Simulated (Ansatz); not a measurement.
# CaOs3: from a trial structure to a relaxed crystal

Theory: DFT PBE, scalar-relativistic, plane waves, PAW (Ansatz). Cutoff 420 eV, Γ-centred k mesh, Gaussian smearing, no spin polarisation in the final step.

The start puts CaOs3 on the TiAl3 (D0_22) structure type (I4/mmm, No. 139), with Ca in place of Ti, Os in place of Al, at a guessed volume.

```
Ca Os
1.0
    -1.97124    1.97124    4.40329
     1.97124   -1.97124    4.40329
     1.97124    1.97124   -4.40329
Ca Os
1 3
Direct
  0.00000 0.00000 0.00000
  0.50000 0.50000 0.00000
  0.25000 0.75000 0.50000
  0.75000 0.25000 0.50000
```

Steps on the 6×6×6 mesh (4 atoms). 6 of 6 steps are shown, and the free energy counts from the last. Trial steps that were taken back and renewals of the plane-wave basis can be among the rows.

```
step  ΔF (meV/atom) V (Å³/atom) P (GPa)
   1           78.1        17.11    -8.36
   2           42.0        15.86     5.83
   3           20.6        16.13     1.66
   4            0.4        16.17     0.49
   5           -0.3        16.18     0.25
   6            0.0        16.18     0.25
```

A final relaxation ran on a 16×16×16 mesh. The relaxed crystal, I4/mmm (No. 139):

Space group I4/mmm (No. 139). a = 4.117 Å, b = 4.117 Å, c = 7.643 Å, α = 90.00°, β = 90.00°, γ = 90.00°
| atom | site | symmetry | x | y | z |
| --- | --- | --- | --- | --- | --- |
| Ca | 2a | 4/mmm | 0.0000 | 0.0000 | 0.0000 |
| Os | 2b | 4/mmm | 0.5000 | 0.5000 | 0.0000 |
| Os | 4d | -4m2 | 0.5000 | 0.0000 | 0.2500 |

| Item | Value |
| --- | --- |
| Volume per atom | 16.20 Å³ |
| Density | 15.66 g/cm³ |
| Energy over the elements | 0.86 eV/atom |
| Gap on the 16×16×16 mesh | 0 eV (a metal) |

The zero of energy is the elements' standard structures at the same level; no fitted shifts are applied.

The final run used a 16×16×16 mesh on its 4-atom cell and 0.10 eV smearing. The k mesh leaves about 4 meV/atom of noise in metals. Spin–orbit coupling is left out.

Symmetry constrained the relaxation, so the result can be a saddle point.

Cost: 3 runs of about 5.6 core-minutes in all, on Arm Neoverse V1 (shared hosts).